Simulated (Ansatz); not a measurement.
Basis-set extrapolation for hydrogen fluoride, FH (PBE0-D4/def2-TZVP geometry, frozen core, the Gaussian-basis code of Ansatz). Multiplicity 1, RHF reference.

```csv
,def2-TZVPP,def2-QZVPP
HF,-100.065200,-100.070041
MP2 correlation,-0.270650,-0.296879
CCSD(T) correlation,-0.279337,-0.304768
```

Energies in hartree. Use E(X) = E(∞) + A·exp(−7.88·√X) for Hartree–Fock and E(X) = E(∞) + B·X^(−2.97) for correlation, with X = 3 and 4.

**Question.** What is the CCSD(T) energy at the basis-set limit?

**Answer.** HF limit: -100.070041 + (-0.004841) × 0.13774 = -100.07071. Correlation limit: -0.304768 + (-0.025431) × 0.74074 = -0.32361. Total: -100.39432 hartree, 130.7 kJ/mol below CCSD(T)/def2-TZVPP.
